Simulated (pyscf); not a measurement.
Four-centre exchange: H₂N–SiH₃ (SMILES N[SiH3]) + SiH₄ (SMILES [SiH4]) -> H₂N–SiH₃ (SMILES N[SiH3]) + SiH₄ (SMILES [SiH4])

Gas phase, singlet surface, charge 0. Bonds broken: N1–Si8, Si2–H9. Bonds formed: N1–Si2, Si8–H9. Optimised with ωB97X-D3(BJ)/def2-SVP in PySCF. Correlated levels are frozen-core, on RHF or UHF. ΔMP2 is the change of the MP2 total energy from the triple- to the quadruple-zeta basis.

Transition state (Å):

```xyz
12

N     -1.2272    -0.7281     0.1212
Si     0.5211    -0.2455     0.7137
H     -1.1627    -1.1774    -0.7985
H     -1.7544    -1.3828     0.7088
H      0.8100    -1.6661     1.1915
H      0.5459     0.5100     1.9992
H      1.6324    -0.0679    -0.2700
Si    -1.9397     1.0232    -0.0750
H     -0.1757     1.2083     0.0101
H     -3.3730     0.5072    -0.1485
H     -1.8368     1.7253    -1.3891
H     -1.9684     1.8147     1.1875
```

One imaginary mode, 188i cm⁻¹; descent along it reached the two sides named.

```json
[
 {"bond": "N1–Si8", "change": "breaks", "reactant side (Å)": "1.743", "saddle": "1.901", "product side": "3.1"},
 {"bond": "Si2–H9", "change": "breaks", "reactant side (Å)": "1.489", "saddle": "1.759", "product side": "3.1"},
 {"bond": "N1–Si2", "change": "forms", "reactant side (Å)": "3.1", "saddle": "1.908", "product side": "1.744"},
 {"bond": "Si8–H9", "change": "forms", "reactant side (Å)": "3.1", "saddle": "1.776", "product side": "1.489"}
]
```

Electronic energies relative to the separated reactants (kJ/mol):

```tsv
level	barrier	reaction energy	reverse barrier
ωB97X-D3(BJ)/def2-TZVP	107.3	0.0	107.3
PBE/def2-TZVP	104.8	0.0	104.8
r²SCAN/def2-TZVP	108.1	0.0	108.1
B3LYP-D3(BJ)/def2-TZVP	121.6	0.0	121.6
PBE0-D3(BJ)/def2-TZVP	100.9	0.0	100.9
M06-2X/def2-TZVP	118.9	0.0	118.9
ωB97M-D3(BJ)/def2-TZVP	118.0	0.0	118.0
HF/def2-TZVP	190.8	0.0	190.8
MP2/def2-QZVPP	122.7	0.0	122.7
CCSD/def2-TZVPP	134.7	0.0	134.7
CCSD(T)/def2-TZVPP	125.7	0.0	125.7
CCSD(T)/def2-TZVPP + ΔMP2(QZVPP)	124.6	0.0	124.6
```

With CCSD(T)/def2-TZVPP + ΔMP2(QZVPP) energies and thermal terms (ideal gas, 1 atm, RRHO with modes under 100 cm⁻¹ raised to 100, one conformer, R ln 2 for chiral ones without a mode under 150 cm⁻¹), in kJ/mol:

```json
[
 {"T (K)": "298", "ΔH‡": "128.8", "ΔG‡": "175.3", "ΔH": "0.0", "ΔG": "0.0"},
 {"T (K)": "600", "ΔH‡": "128.1", "ΔG‡": "223.0", "ΔH": "0.0", "ΔG": "0.0"},
 {"T (K)": "900", "ΔH‡": "129.7", "ΔG‡": "270.1", "ΔH": "0.0", "ΔG": "0.0"},
 {"T (K)": "1200", "ΔH‡": "132.1", "ΔG‡": "316.6", "ΔH": "0.0", "ΔG": "0.0"}
]
```

This is the saddle that the search found; another between the same sides may lie lower. The CCSD(T) − MP2 part came from Ansatz, without density fitting, on the same reference.
